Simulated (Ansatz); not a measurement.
`F/C=N\CF` + H₂ → `C/N=C\F` + H–F at 700 K and 1 bar (hydrogenolysis of a C–F bond).

Program: Ansatz. Geometries: PBE0-D4/def2-TZVP. ΔE: electronic, gas phase. CBS: MP2 limit from def2 TZ/QZ plus the TZ coupled-cluster correction, frozen cores. This one scheme is used for every species. Double bonds are as drawn, so ΔE can hold a change between cis and trans. One conformer a species, not always the lowest.

```json
{"species": "`F/C=N\\CF`", "CCSD(T)/CBS energy (Eh)": "-332.15645", "H − E (kJ/mol)": "199.3", "S (J/(mol·K))": "385.3"}
{"species": "H₂", "CCSD(T)/CBS energy (Eh)": "-1.17544", "H − E (kJ/mol)": "46.8", "S (J/(mol·K))": "155.3"}
{"species": "`C/N=C\\F`", "CCSD(T)/CBS energy (Eh)": "-232.97538", "H − E (kJ/mol)": "212.8", "S (J/(mol·K))": "362.7"}
{"species": "H–F", "CCSD(T)/CBS energy (Eh)": "-100.39570", "H − E (kJ/mol)": "45.2", "S (J/(mol·K))": "198.5"}
```

H − E and S are ideal-gas, rigid-rotor, harmonic terms from PBE0-D4/def2-TZVP, for one conformer and one mirror image of each species. The MP2-based limit puts H₂ 0.8 mEh under its directly extrapolated value; such offsets cancel only in part. 1 Eh = 2625.50 kJ/mol, R = 8.31446 J/(mol·K).

Task: By hand: ΔE, ΔH, ΔS and ΔG.

Result: ΔE = (-232.97538) + (-100.39570) − (-332.15645) − (-1.17544) = -0.03919 Eh = -102.9 kJ/mol. Δ(H − E) = 212.8 + 45.2 − 199.3 − 46.8 = 11.9, so ΔH = -91.0 kJ/mol. ΔS = 362.7 + 198.5 − 385.3 − 155.3 = 20.6 J/(mol·K). ΔG = -91.0 − 700 × (20.6)/1000 = -105.4 kJ/mol.

Task: By hand: the equilibrium constant, and the temperature at which ΔG would vanish if ΔH and ΔS stayed fixed.

Result: log₁₀ K = −ΔG/(RT ln 10) = 7.9. ΔH and −TΔS have one sign here, so there is no such temperature.

ΔH outweighs TΔS. A doubt of 5 kJ/mol in ΔE shifts log₁₀ K by 0.4 here. Other conformers and mirror images would add mixing entropy, several J/(mol·K) or more a flexible species. These are equilibria of isolated gas molecules and say nothing of rates. Largest T1 diagnostic: 0.013 (customary marks: 0.02 for closed shells, 0.045 for open ones).
